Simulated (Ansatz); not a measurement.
hcp Ru was calculated with LDA (plane waves, PAW; Ansatz, a first-principles code).

Settings: plane-wave cutoff 520 eV, 24×24×14 k mesh (along the axes of the cell as run), Fermi–Dirac smearing 0.05 eV, no spin polarisation, scalar-relativistic PAW data made under PBE.

Cell (relaxed at this level):

```
Ru
1.0
    1.33780    -2.31714     0.00000
    1.33780     2.31714     0.00000
    0.00000     0.00000     4.22193
Ru
2
Direct
  0.33333   0.66667   0.25000
  0.66667   0.33333   0.75000
```

Problem. Estimate the bulk modulus and pressure derivative B′ of the bulk modulus that the calculation returns.

Solution. 
bulk modulus: 366 GPa
pressure derivative B′ of the bulk modulus: 4.8

The run finds no gap.

Measured, for comparison: bulk modulus 318 GPa (zero-point energy and finite temperature contributions removed, our sources range from 318 to 336; as tabulated in doi:10.1021/acs.jctc.3c00612). Computed (rounded) less measured: bulk modulus +15 % (+9 % to +15 % over the range).

Note: the bulk modulus comes from volumes at which shape and atoms were relaxed.

Computed values are for the static lattice.

Computing time: about 6 core-minutes (a rough figure).
